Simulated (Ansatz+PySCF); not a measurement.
The numbers below are computed, except where a source is named.
Input for PySCF 2.14.0:

```python
from pyscf import gto, scf

mol = gto.M(atom="""
O 0.000000 0.000000 -0.179490
H 0.000000 1.131260 0.717970
H 0.000000 -1.131260 0.717970
""", basis='6-31g*', charge=0, spin=0)
mf = scf.RHF(mol)
mf.kernel()
print(mf.converged, mf.e_tot, mf.spin_square()[0])
```

The script is written out from the run's settings.

The run gave:

* Converged: yes
* Total energy: -75.80307 hartree
* Spin squared of the determinant: 0.000
* Cycles: 10

Caution: an unrestricted determinant lies well below.
